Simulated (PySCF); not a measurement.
# BCl (BCl): the cost of one run

The runs use PySCF 2.14.0, with density-fitted response routines of our own; the level of theory stands in each step. All values are computed, except where a source is named. Atoms count from 0, in the outputs and in this text.

## (1) Starting geometry

2 atoms, charge 0, multiplicity 1; geometry from: GFN2-xTB. The atoms were then displaced at random by about 0.03 Å, so the start is not that level's minimum.

Bonds of the start (Å): B0–Cl1 1.66.

## (2) Optimising the geometry at PBE0-D3(BJ)/def2-SVP

Job settings and geometry (Å):

```
{"job": {"xc": "PBE0", "basis": "def2-SVP", "d3": "d3bj", "grid": 1, "shake": 0.03, "kind": "geom"}, "charge": 0, "multiplicity": 1}
B      0.853340    -0.081670     0.005920
Cl    -0.803620    -0.006040    -0.028140
```

Started as:

```sh
> OMP_NUM_THREADS=1 python probes_run.py task.json out
```

One launch serves the whole session: the jobs run in the order shown.

**Question.** How long does this first job take on 1 thread of Intel Xeon Platinum 8488C, shared host, and how much memory does it need?

About 1.2 s, with a peak of 0.23 GiB.
